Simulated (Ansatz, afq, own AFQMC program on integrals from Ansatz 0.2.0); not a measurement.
## Where AFQMC and coupled cluster stand for CH3AlN, doublet

| atom | x (Å) | y (Å) | z (Å) |
| --- | --- | --- | --- |
| Al | -1.7037 | 0.0000 | 0.0000 |
| H | -2.4966 | 1.3734 | 0.0000 |
| H | -2.4966 | -1.3734 | 0.0000 |
| H | 0.1383 | 0.0000 | 0.0000 |
| N | 2.4904 | 0.0000 | 0.0000 |
| C | 1.3303 | 0.0000 | 0.0000 |

Connectivity, by distances: AlH2 ··· N–C, 1 bridging H.

Basis cc-pVDZ. Noble-gas cores (and the filled d shells of Ga–Kr and In–Xe) are frozen. Ansatz 0.2.0 and our own AFQMC program on the same integrals; the CISD trial comes from CCSD amplitudes, and released means the phaseless constraint is let go. Error bars are statistical, one sigma.

Determinant: UHF, the one that the program's search chose, which needn't be the lowest solution. The geometry is a point of a scan.

No full CI on the walks' own integrals is used here; CCSDT(Q) serves as the reference and is uncertain by about the last step of the cluster series.

Cautions: unrestricted determinant spin contaminated (⟨S²⟩ 0.88 against 0.75).

```
T1 diagnostic                               : 0.0341
weight of the determinant in the CISD state : 0.815
⟨S²⟩ of the determinant                     : 0.877
size of the correlated space                : 15 electrons in 54 orbitals
```

```
  level  correlation energy (eV)
    MP2                  -9.2465
   CCSD                 -10.2674
CCSD(T)                 -10.6530
```

Task: Estimate where phaseless AFQMC with a CISD trial lies against CCSD(T) on the same integrals.

Result: 60.0 ± 6.3 meV below CCSD(T).

Reference: CCSDT(Q), correlation energy -10.727 eV. The released energy is read at 1.50 1/Eh (meV from the phaseless value at times in 1/Eh: -5 ± 4 at 0.24, -10 ± 4 at 0.51, -12 ± 4 at 0.99, -8 ± 5 at 1.50).

```tsv
level	E − E(reference) (meV)	share of correlation (%)
CCSD(T)	73.7	99.31
CCSDT	43.9	99.59
ph-AFQMC/CISD	13.7 ± 6.3	99.87
released AFQMC	5.8 ± 5.1	99.95
```

A walk keeps the symmetry of its determinant, which the program's search chose and which needn't be the lowest solution, so a lower state of the same spin and another symmetry isn't excluded. Released energies are given only where the last usable release times agree within the noise; a slower fall can still hide under it.
